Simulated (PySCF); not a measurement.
C3H7OPS.
Structure used (GFN2-xTB), in Å, numbered top down from 1:
```xyz
13
C3H7OPS angstrom
C     -2.124   -0.307   -0.534
C     -0.825    0.025    0.118
O     -0.652    0.353    1.258
P      0.677   -0.313   -0.956
C      2.007    0.683   -0.202
S      1.006   -2.212   -1.127
H     -2.042   -1.298   -0.982
H     -2.943   -0.281    0.181
H     -2.309    0.407   -1.338
H      0.390    0.363   -2.152
H      2.939    0.482   -0.730
H      1.769    1.745   -0.231
H      2.103    0.354    0.835
```

Computed, not measured: TDDFT B3LYP/def2-SVPD, vertical, gas phase, core orbitals frozen in the response in PySCF 2.14.0, density-fitted response routines.

Computed states:

| state | E (eV) | f |
| --- | --- | --- |
| S1 | 3.32 | 0.017 |
| S2 | 3.69 | 0.0008 |
| S3 | 4.62 | 0.0084 |
| S4 | 5.28 | 0.0012 |
| S5 | 5.55 | 0.017 |
| S6 | 5.76 | 0.019 |
| S7 | 5.97 | 0.047 |
| S8 | 6.11 | 0.0066 |

Broadening: Gaussians 0.4 eV wide at half height, area fixed by f = 4.319×10⁻⁹ ∫ε dν̃. The cross-section is σ = 3.8235×10⁻²¹ ε cm², given in Mb (10⁻¹⁸ cm²). The width is an assumption, not a result. The curve ends short of the highest state used, and states not computed would add to its high-energy end.

Task: What does the envelope look like, and where are its maxima?

Result: 
| λ (nm) | σ (Mb) |
| --- | --- |
| 225.2 | 6.25 |
| 230.6 | 3.25 |
| 235.9 | 1.33 |
| 241.3 | 0.47 |
| 246.7 | 0.26 |
| 252.0 | 0.49 |
| 257.4 | 1.10 |
| 262.8 | 1.83 |
| 268.2 | 2.16 |
| 273.5 | 1.91 |
| 278.9 | 1.29 |
| 284.3 | 0.69 |
| 289.7 | 0.30 |
| 295.0 | 0.11 |
| 300.4 | 0.04 |
| 305.8 | 0.03 |
| 311.2 | 0.05 |
| 316.5 | 0.09 |
| 321.9 | 0.16 |
| 327.3 | 0.27 |
| 332.7 | 0.44 |
| 338.0 | 0.72 |
| 343.4 | 1.16 |
| 348.8 | 1.79 |
| 354.2 | 2.54 |
| 359.5 | 3.29 |
| 364.9 | 3.92 |
| 370.3 | 4.29 |
| 375.7 | 4.33 |
| 381.0 | 4.05 |
| 386.4 | 3.54 |
| 391.8 | 2.89 |
| 397.2 | 2.23 |
| 402.5 | 1.64 |
| 407.9 | 1.14 |
| 413.3 | 0.76 |
| 418.7 | 0.48 |
| 424.0 | 0.30 |
| 429.4 | 0.18 |
| 434.8 | 0.10 |
| 440.2 | 0.06 |
| 445.5 | 0.03 |
| 450.9 | 0.02 |
| 456.3 | 0.01 |

Maxima: 374 nm (3.32 eV), ε about 1100, made up of S1 (100%); 268 nm (4.62 eV), ε about 570, made up of S3 (100%) (ε in L mol⁻¹ cm⁻¹; maxima over ε = 5, shares over 10%). At its high-energy end, 5.51 eV, the curve is still rising (ε about 1700, from S5 and S6).

Task: Coming from long wavelengths, where does ε first pass 100 L mol⁻¹ cm⁻¹?

Result: At about 421 nm (2.94 eV), 0.37 eV below S1.

Task: What would ε be at 3.32 eV, the highest of these maxima, with half the width (0.2 eV)?

Result: About 2270 L mol⁻¹ cm⁻¹ against 1140, a factor of about 1.99; a lone state at its own centre would give exactly 2.

Task: Does any computed singlet lie in the visible range?

Result: No computed singlet lies in the visible range (380 to 750 nm); the lowest, at 374 nm, stands 0.05 eV above its violet end (3.26 eV); a Tamm–Dancoff triplet lies at 437 nm, without intensity as long as spin–orbit coupling is left out.

On Arm Neoverse V1, one thread (shared host), this took 31 s.

One conformer stands for the species.
